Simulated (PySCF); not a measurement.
Molecule: `FCC(F)F`, C₂H₃F₃.

Molfile (atoms numbered from 1):
```
C2H3F3
     RDKit          3D

  8  7  0  0  0  0  0  0  0  0999 V2000
    1.2389   -0.4608    1.1841 F   0  0  0  0  0  0  0  0  0  0  0  0
    0.5428    0.3942    0.3830 C   0  0  0  0  0  0  0  0  0  0  0  0
   -0.5546   -0.3577   -0.3313 C   0  0  0  0  0  0  0  0  0  0  0  0
   -1.3068    0.5335   -1.0130 F   0  0  0  0  0  0  0  0  0  0  0  0
   -0.0272   -1.2287   -1.2120 F   0  0  0  0  0  0  0  0  0  0  0  0
    1.2143    0.8401   -0.3699 H   0  0  0  0  0  0  0  0  0  0  0  0
    0.0932    1.1966    0.9906 H   0  0  0  0  0  0  0  0  0  0  0  0
   -1.2007   -0.9173    0.3684 H   0  0  0  0  0  0  0  0  0  0  0  0
  1  2  1  0
  2  3  1  0
  3  4  1  0
  3  5  1  0
  2  6  1  0
  2  7  1  0
  3  8  1  0
M  END
```

Geometry PBE0-D3(BJ)/def2-SVP throughout; GIAO in PySCF 2.14.0 with density-fitted response routines, gas phase, one conformer, non-relativistic; equivalent atoms averaged; basis pcSseg-2.

(1) How do the shifts δ (against CFCl3, TMS at the same level) depend on the functional? (ppm; last column core-seconds on shared hosts with different chips, so compare them loosely; the GGAs took longer than the global hybrids here, which isn't the general rule, and the cause wasn't traced)

(2) Which nucleus moves most, in ppm?

Answers

(1) 
```tsv
functional	kind	F4/F5	F1	C3	C2	H8	H6/H7	core-s
HF	Hartree–Fock	-112.4	-215.0	105.0	76.9	5.44	4.11	7.9
LDA	LDA	-162.9	-293.1	128.8	90.8	6.23	4.46	17
PBE	GGA	-159.2	-280.2	125.0	88.4	6.11	4.36	22
BLYP	GGA	-157.3	-276.9	125.7	89.3	6.12	4.39	22
BP86	GGA	-160.0	-280.2	124.6	88.0	6.10	4.36	22
OPBE	GGA	-154.8	-268.6	120.6	85.0	6.04	4.30	23
KT2	GGA	-166.0	-285.9	120.6	85.2	6.07	4.30	22
KT3	GGA	-158.5	-272.0	119.1	84.3	6.01	4.28	22
B97-D	GGA	-154.8	-269.4	122.0	86.5	6.08	4.36	22
B3LYP	global hybrid	-145.3	-261.4	121.7	86.8	5.93	4.31	15
PBE0	global hybrid	-144.1	-260.1	120.0	85.3	5.87	4.26	15
mPW1PW91	global hybrid	-143.6	-258.4	120.0	85.2	5.86	4.26	15
WP04	global hybrid	-141.1	-245.6	122.9	86.3	5.86	4.27	16
B97-2	global hybrid	-143.6	-256.0	118.8	84.4	5.87	4.26	14
BHandHLYP	global hybrid	-130.7	-242.1	115.6	83.2	5.72	4.23	14
CAM-B3LYP	range-separated hybrid	-134.8	-252.1	121.8	87.1	5.92	4.35	19
wB97X-D	range-separated hybrid	-137.5	-251.3	119.9	85.3	5.82	4.26	21
LC-wPBE	range-separated hybrid	-124.2	-239.7	122.4	87.0	5.87	4.32	25
```

(2) F1 (fluorine on an sp3 carbon): from -293.1 ppm with LDA to -215.0 ppm with HF. The smallest spread is 0.35 ppm, at H6/H7. Proton shifts span only some 12 ppm, so a few tenths of a ppm matter as much there as several ppm in carbon.
